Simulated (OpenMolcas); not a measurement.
# H3O+ (SMILES [OH3+]) at 6 levels

Aim: a comparison of 6 runs (HF/STO-3G, M06-2X/STO-3G, PBE/STO-3G, PBE0/STO-3G, r2SCAN/STO-3G, ACPF/STO-3G) of H3O+. 

The results are computed with OpenMolcas 26.06.

1 further run of the same task is left out (set aside as unsound or not needed).

**1. The structure to begin with**

H3O+ has 4 atoms, charge +1, and is taken as a singlet. As SMILES, `[OH3+]`. Geometry: relaxed at PBE0-D4/def2-TZVP.

Bond lengths: O1–H2 0.978 Å, O1–H3 0.978 Å, O1–H4 0.978 Å. Angles: H2–O1–H3 113.0°, H2–O1–H4 113.0°, H3–O1–H4 113.0°.

**2. A single-point energy at HF/STO-3G (run 1)**

Input file mol.inp:

```
>>> EXPORT MOLCAS_PRINT=2

&GATEWAY
  BasLib = $CurrDir
  Coord
  4
  angstrom
  O        0.181970      -0.056700      -0.052760
  H        0.219060       0.918440       0.015140
  H       -0.408890      -0.368290      -0.767380
  H        0.007860      -0.493450       0.805020
  Basis = STO-3G
  Group = NoSym

&SEWARD

&SCF
  Charge = 1
  Thresholds = 1e-10 1e-07 1e-07 1e-05
  PrOrbitals = 1 1
```

The basis set STO-3G is read from a file made from the Basis Set Exchange's data (not shown).

On the command line:

```bash
export MOLCAS_MEM=1860
pymolcas mol.inp > mol.log
```

Log:

```text
--- Start Module: gateway ---
[...]
--- Stop Module: gateway /rc=_RC_ALL_IS_WELL_ ---
--- Start Module: seward ---
[...]
      Basis functions            8
--- Stop Module: seward /rc=_RC_ALL_IS_WELL_ ---
--- Start Module: scf ---
[...]
       Convergence after  11 Iterations
[...]
::    Total SCF energy                                -75.3298265869
[...]
      Total spin, S                                     0.0000000000
[...]
      Total electronic charge=   10.000000
      Total            charge=    1.000000
[...]
      Dipole Moment (debye):
      Origin of the operator (angstrom)=    0.1434   -0.0447   -0.0416
                   X= -1.6842E+00               Y=  5.2490E-01               Z=  4.8829E-01           Total=  1.8305E+00
      Center of Charge (angstrom)
[...]
--- Stop Module: scf /rc=_RC_ALL_IS_WELL_ ---
[...]
```

Wall time 1.6 s (1 thread of Arm Neoverse V1, shared host); peak memory 0.37 GiB.

**3. A single-point energy at M06-2X/STO-3G (run 2)**

Input file mol.inp:

```
&gateway
 baslib=$CurrDir
 coord
 4
 angstrom
 O        0.181970      -0.056700      -0.052760
 H        0.219060       0.918440       0.015140
 H       -0.408890      -0.368290      -0.767380
 H        0.007860      -0.493450       0.805020
 basis=STO-3G
 group=NoSym

&seward
 gridinput
 Grid=UltraFine
 End of Grid

&scf
 charge=1
 ksdft=M062X
 thresholds=1e-10 1e-07 1e-07 1e-05
 prorbitals=1 1
```

The basis set STO-3G is read from a file made from the Basis Set Exchange's data (not shown).

On the command line:

```bash
export MOLCAS_MEM=1860
pymolcas mol.inp > mol.log
```

Log:

```text
--- Start Module: gateway ---
[...]
--- Stop Module: gateway /rc=_RC_ALL_IS_WELL_ ---
--- Start Module: seward ---
[...]
      Basis functions            8
--- Stop Module: seward /rc=_RC_ALL_IS_WELL_ ---
--- Start Module: scf ---
[...]
       Convergence after  11 Iterations
[...]
::    Total KS-DFT energy                             -75.6814848634
[...]
      Total spin, S                                     0.0000000000
[...]
      Total electronic charge=   10.000000
      Total            charge=    1.000000
[...]
      Dipole Moment (debye):
      Origin of the operator (angstrom)=    0.1434   -0.0447   -0.0416
                   X= -1.6868E+00               Y=  5.2567E-01               Z=  4.8900E-01           Total=  1.8332E+00
      Center of Charge (angstrom)
[...]
--- Stop Module: scf /rc=_RC_ALL_IS_WELL_ ---
[...]
```

It took 3.9 s on 1 thread of Arm Neoverse V1, shared host; peak memory 0.37 GiB.

Runs 3 to 5 aren't shown in full; the table further down has their settings and results.

**4. A single-point energy at ACPF/STO-3G (run 6)**

Input file mol.input:

```
* H3O ACPF

&GATEWAY
 BasLib
 $CurrDir
 Coord
 4
 angstrom
 O        0.181970      -0.056700      -0.052760
 H        0.219060       0.918440       0.015140
 H       -0.408890      -0.368290      -0.767380
 H        0.007860      -0.493450       0.805020
 Basis
 STO-3G
 Group
 NoSym

&SEWARD

&SCF
 Charge
 1
 Thresholds
 1e-10 1e-07 1e-07 1e-05
 PrOrbitals
 1 1

&MOTRA
 Frozen
 1

&GUGA
 Electrons
 8
 Spin
 1
 Inactive
 4
 Active
 0
 CIAll
 1

&CPF
 ACPF
```

The basis set STO-3G is read from a file made from the Basis Set Exchange's data (not shown).

On the command line:

```bash
export MOLCAS_MEM=1860
pymolcas mol.input > mol.log
```

Log:

```text
--- Start Module: gateway ---
[...]
--- Stop Module: gateway /rc=_RC_ALL_IS_WELL_ ---
[...]
      Basis functions            8
[...]
       Convergence after  11 Iterations
[...]
::    Total SCF energy                                -75.3298265869
[...]
      Total spin, S                                     0.0000000000
[...]
      *** WARNING: Default frozen orbitals is overwritten by user input.
      *** Default values:   1
[...]
--- Start Module: guga ---
[...]
--- Stop Module: guga /rc=_RC_ALL_IS_WELL_ ---
--- Start Module: cpf ---
[...]
      Active orbitals                            0       0
[...]
      Spin quantum number                      0.0
[...]
     FINAL ACPF ENERGY         -75.39156367
     FINAL CORRELATION ENERGY   -0.06173709  REFERENCE ENERGY     -75.32982659
[...]
      Title:  ACPF natural orbitals
[...]
      Total electronic charge=   10.000000
      Total            charge=    1.000000
[...]
      Dipole Moment (debye):
      Origin of the operator (angstrom)=    0.1434   -0.0447   -0.0416
                   X= -1.6197E+00               Y=  5.0479E-01               Z=  4.6956E-01           Total=  1.7603E+00
      Quadrupole Moment (debye*angstrom):
[...]
--- Stop Module: cpf /rc=_RC_ALL_IS_WELL_ ---
[...]
```

Wall time 1.7 s (1 thread of Arm Neoverse V1, shared host); peak memory 0.37 GiB.

**5. The series**

```
run          level  integration grid  frozen core orbitals  energy (Eh)  HOMO energy (eV)  LUMO energy (eV)  HOMO–LUMO gap (eV)  wall time
  1      HF/STO-3G                 –                     –   -75.329827            -24.87              2.67               27.54      1.6 s
  2  M06-2X/STO-3G         UltraFine                     –   -75.681485            -20.84             -1.57               19.27      3.9 s
  3     PBE/STO-3G         UltraFine                     –   -75.596254            -16.37             -4.76               11.61      3.6 s
  4    PBE0/STO-3G         UltraFine                     –   -75.615128            -18.76             -3.09               15.67      3.3 s
  5  r2SCAN/STO-3G         UltraFine                     –   -75.654889            -16.99             -4.15               12.84      4.2 s
  6    ACPF/STO-3G                 –                     1   -75.391564            -24.87              2.67               27.54      1.7 s
```

**6. Summary of results**

| quantity | value |
| --- | --- |
| run 6: total energy | -75.39156 Eh |
| run 6: HOMO energy (Hartree–Fock orbitals) | -24.87 eV |
| run 6: LUMO energy (Hartree–Fock orbitals) | 2.67 eV |
| run 6: HOMO–LUMO gap (Hartree–Fock orbitals) | 27.54 eV |
| run 6: correlation energy (1 core orbital frozen) | -61.7 mEh |

What this shows: Over runs 1, 2, 3, 4, 5 the HOMO–LUMO gap runs from 11.61 eV (PBE/STO-3G) to 27.54 eV (HF/STO-3G). Exact exchange widens orbital gaps. Totals of different functionals can't be ranked against each other. In runs 1, 2, 3, 4, 5, 6 the basis is minimal, so the values are rough. All runs together took 18 s, the longest 4.2 s.
